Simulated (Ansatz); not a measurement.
# SiHCl2−: functionals against CCSD(T) at one geometry

A test off equilibrium: a structure displaced at random from a GFN2-xTB minimum is computed at several levels, and each is set against CCSD(T).

Method: single points in def2-TZVPPD; program: Ansatz 0.2.0, Gaussian basis.

Correlated methods freeze the cores.

### Step 1. Starting geometry

4 atoms, charge -1, spin multiplicity 1.

Atoms are counted from 1 here; the program's logs count them from 0.

Bond lengths: Cl1–Si2 2.128 Å, Si2–Cl3 2.215 Å, Si2–H4 1.449 Å. Angles: Cl1–Si2–Cl3 102.8°, Cl1–Si2–H4 92.6°, Cl3–Si2–H4 88.8°.

Geometry (Å):

```xyz
4

Cl   -1.5923    0.2069    0.9916
Si    0.2754   -0.6134    0.3859
Cl    0.3062   -0.2051   -1.7908
H     0.9716    0.6393    0.6009
```

### Step 2. CCSD(T)/def2-TZVPPD

run/in.yaml reads:

```yaml
crystal:
  periodic: [false, false, false]
  atoms:
    - {symbol: Cl, position_ang: [-1.592300, 0.206900, 0.991600]}
    - {symbol: Si, position_ang: [0.275400, -0.613400, 0.385900]}
    - {symbol: Cl, position_ang: [0.306200, -0.205100, -1.790800]}
    - {symbol: H, position_ang: [0.971600, 0.639300, 0.600900]}
basis:
  gaussian: {orbitals: "def2-TZVPPD.json"}
total_charge: -1
correlation: {method: ccsd_t}
output: {forces: true}
```

The basis file named in the input lies beside it (Basis Set Exchange, JSON).

No record of the launch command was kept for these runs.

### Step 3. PBE0-D4/def2-TZVPPD

Changes to run/in.yaml since step 2:

```diff
@@ -10,3 +10,3 @@
 total_charge: -1
-correlation: {method: ccsd_t}
-output: {forces: true}
+hamiltonian: {xc: pbe0, dispersion: d4}
+output: {forces: true, orbitals: {seedname: orbitals}}
```

### Step 4. wB97M-V/def2-TZVPPD

Changes to run/in.yaml since step 3:

```diff
@@ -10,3 +10,3 @@
 total_charge: -1
-hamiltonian: {xc: pbe0, dispersion: d4}
-output: {forces: true, orbitals: {seedname: orbitals}}
+hamiltonian: {xc: {name: wB97M-V}}
+output: {forces: true}
```

### Step 5. r2SCAN-D4/def2-TZVPPD

Changes to run/in.yaml since step 4:

```diff
@@ -10,3 +10,3 @@
 total_charge: -1
-hamiltonian: {xc: {name: wB97M-V}}
+hamiltonian: {xc: r2scan, dispersion: d4}
 output: {forces: true}
```

### Step 6. PBE-D4/def2-TZVPPD

Changes to run/in.yaml since step 5:

```diff
@@ -10,3 +10,3 @@
 total_charge: -1
-hamiltonian: {xc: r2scan, dispersion: d4}
+hamiltonian: {xc: pbe, dispersion: d4}
 output: {forces: true}
```

### Step 7. revPBE-D4/def2-TZVPPD

Changes to run/in.yaml since step 6:

```diff
@@ -10,3 +10,3 @@
 total_charge: -1
-hamiltonian: {xc: pbe, dispersion: d4}
+hamiltonian: {xc: {name: revPBE}, dispersion: d4}
 output: {forces: true}
```

### Step 8. r2SCAN0-D4/def2-TZVPPD

Changes to run/in.yaml since step 7:

```diff
@@ -10,3 +10,3 @@
 total_charge: -1
-hamiltonian: {xc: {name: revPBE}, dispersion: d4}
+hamiltonian: {xc: {name: r2SCAN0}, dispersion: d4}
 output: {forces: true}
```

(Steps that only read results are left out.)

What does the calculation give? Wanted: RMS force component; RMS force error; HOMO and LUMO, PBE0-D4; T1 diagnostic.

The runs gave:

```
              quantity                                                                                                value
   RMS force component                                                                 0.606 to 0.810 eV/Å over the methods
       RMS force error  PBE0-D4 0.083, wB97M-V 0.020, r2SCAN-D4 0.056, PBE-D4 0.138, revPBE-D4 0.166, r2SCAN0-D4 0.098 eV/Å
HOMO and LUMO, PBE0-D4                                                                                    -0.83 and 3.72 eV
         T1 diagnostic                                                                                                0.010
```

For forces wB97M-V does best and revPBE-D4 worst. Frozen-core CCSD(T) forces in triple zeta carry basis errors of their own, and this is one geometry, so small gaps rank nothing.
